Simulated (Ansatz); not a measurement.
**CH₃OSi+ (SMILES O=[C+][SiH3]): single points off equilibrium**

The task here is to estimate one member of a computed series from the others.

Computed with Ansatz 0.2.0, Gaussian basis. Level: single points in def2-TZVPP.

Correlated methods freeze the cores. B3LYP uses VWN-RPA correlation.

### The system as given

SMILES `O=[C+][SiH3]`, 6 atoms, charge 1, spin multiplicity 1.

Atoms are counted from 1 here; the program's logs count them from 0.

Bond lengths: O1–C2 1.117 Å, C2–Si3 1.969 Å, Si3–H4 1.411 Å, Si3–H5 1.422 Å, Si3–H6 1.464 Å. Angles: O1–C2–Si3 178.2°, C2–Si3–H4 97.0°, C2–Si3–H5 97.9°, C2–Si3–H6 96.3°, H4–Si3–H5 120.0°, H4–Si3–H6 116.6°, H5–Si3–H6 118.9°.

Geometry (Å):

```xyz
6
charge 1, multiplicity 1
O     0.9971   -1.8956    0.9582
C     0.5448   -0.9868    0.4928
Si   -0.3093    0.5934   -0.3125
H    -1.4049   -0.0795   -0.8928
H     0.7804    1.0097   -1.1263
H    -0.5630    1.2982    0.9453
```

Set-up of the first run:

Input file run/in.yaml:

```yaml
crystal:
  periodic: [false, false, false]
  atoms:
    - {symbol: O, position_ang: [0.997100, -1.895600, 0.958200]}
    - {symbol: C, position_ang: [0.544800, -0.986800, 0.492800]}
    - {symbol: Si, position_ang: [-0.309300, 0.593400, -0.312500]}
    - {symbol: H, position_ang: [-1.404900, -0.079500, -0.892800]}
    - {symbol: H, position_ang: [0.780400, 1.009700, -1.126300]}
    - {symbol: H, position_ang: [-0.563000, 1.298200, 0.945300]}
basis:
  gaussian: {orbitals: def2-TZVPP}
total_charge: 1
correlation: {method: ccsd_t}
output: {forces: true}
```

No record of the launch command was kept for these runs.

Steps of the session up to this table: CCSD(T)/def2-TZVPP; PBE0-D4/def2-TZVPP; wB97M-V/def2-TZVPP; r2SCAN-D4/def2-TZVPP; PBE-D4/def2-TZVPP; B3LYP-D4/def2-TZVPP; HSE06-D4/def2-TZVPP.

One of the session's tables, all rows but one given; the rest of the session is left out.

| method | RMS force component (eV/Å) | angle to CCSD(T) forces (°) |
| --- | --- | --- |
| CCSD(T) | 0.462 | reference |
| PBE0-D4 | 0.627 | 41.9 |
| wB97M-V | ? | ? |
| r2SCAN-D4 | 0.512 | 23.3 |
| PBE-D4 | 0.628 | 29.8 |
| B3LYP-D4 | 0.561 | 38.3 |
| HSE06-D4 | 0.620 | 40.9 |

**Question.** Estimate the row for wB97M-V.

The run gave: RMS force component (eV/Å): 0.614; angle to CCSD(T) forces (°): 48.7. In the column «RMS force component (eV/Å)» it lies between B3LYP-D4 (0.561) and HSE06-D4 (0.620).
